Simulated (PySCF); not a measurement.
Computed spin Hamiltonian

Species: C4H6O (charge +1 and doublet state).
Atom-mapped SMILES: `[O+:1]=[C:2]1[CH2:3][CH2:4][CH2:5]1` (hydrogens: H6, H7 on C3; H8, H9 on C4; H10, H11 on C5)

Structure used (GFN2-xTB), in Å, numbered top down from 1:
```xyz
11
C4H6O angstrom
O      2.341   -0.220   -0.336
C      1.195   -0.112   -0.172
C      0.087    0.875   -0.553
C     -1.028    0.097    0.143
C      0.074   -0.889    0.526
H      0.320    1.849   -0.114
H      0.015    0.920   -1.643
H     -1.498    0.609    0.978
H     -1.793   -0.301   -0.517
H      0.299   -0.947    1.594
H     -0.006   -1.879    0.068
```

Computed, not measured: PySCF 2.14.0, UKS B3LYP, pcH-1 on C H O, non-relativistic, mean-field spin-orbit, GIAO. Geometry: GFN2-xTB; no solvent, vibrations or thermal averaging. A GFN2-xTB geometry isn't a minimum of the functional, and hyperfine couplings can be far from their values at a DFT geometry, by a factor of two or more for some ions and for spin on atoms past the first row. The SCF solution wasn't tested for stability. No frequencies were computed at this geometry's level, so the symmetric structure isn't shown to be a minimum.

* g1, g2, g3: 1.99946, 2.00230, 2.00612
* g_iso: 2.00263
* Form of g: rhombic: the two nearest values differ by 43 % of g3 − g1
* ⟨S²⟩: 0.7557 (exact 0.7500)
* α and β electrons: 19, 18
* HOMO–LUMO gap, α and β orbitals: 6.69, 3.92 eV

Hyperfine couplings atom by atom, in G; T1 to T3 are the principal values of the dipolar part; ρ(0) is the spin density at the nucleus (MHz turned into gauss with g_iso; 10 G = 1 mT):

```
atom  isotope  a_iso     T1    T2    T3  Mulliken spin population  ρ(0) (bohr⁻³)
  O1      17O  -10.4  -53.3  24.5  28.8                      0.48         0.0479
  C2      13C  -26.3   -8.3  -0.7   9.0                      0.00        -0.0656
  C3      13C   39.0   -9.8  -9.0  18.8                      0.24         0.0972
  C4      13C   -2.9   -0.8   0.2   0.6                     -0.02        -0.0074
  C5      13C   39.0   -9.8  -9.0  18.8                      0.24         0.0971
  H6       1H   14.2   -4.1  -0.8   4.9                      0.02         0.0089
  H7       1H   14.3   -4.1  -0.8   4.9                      0.02         0.0090
  H8       1H   -0.3   -1.3  -0.6   1.9                      0.00        -0.0002
  H9       1H   -0.3   -1.3  -0.6   1.9                      0.00        -0.0002
 H10       1H   14.3   -4.1  -0.8   4.9                      0.02         0.0089
 H11       1H   14.3   -4.1  -0.8   4.9                      0.02         0.0090
```

Largest spin populations (Mulliken): O1 (+0.48), C3 (+0.24) and C5 (+0.24). Three atoms exceed +0.15.

The SMILES `[O+]=C1CCC1` draws the unpaired electron on O1, whose computed spin population is only +0.48.

Axes: g1 points within 1° of the O1–C2 bond.

Under fast tumbling the dipolar parts average out, and these isotropic splittings remain: 4 × 1H (H6/H7/H10/H11, I = 1/2, 5 lines) with 1.43 mT and 2 × 1H (H8/H9, I = 1/2, 3 lines) with 0.03 mT.

Nuclei that the bonding pattern makes equivalent are averaged, as if the motion that swaps them (rotation, inversion, ring flip) were fast.

The 13C coupling of C3/C5 (mean 109.2 MHz) shows only in satellite lines or after enrichment, since that isotope makes up about 1.07 % of natural carbon.

The 17O coupling of O1 (-29.0 MHz) shows only in satellite lines or after enrichment, since that isotope makes up about 0.038 % of natural oxygen.

Examples of negative spin density at the nucleus (bohr⁻³): C2 (-0.0656) and C4 (-0.0074).

On an Arm Neoverse V2 with one thread, no GPU, shared host, this took 19 s wall.
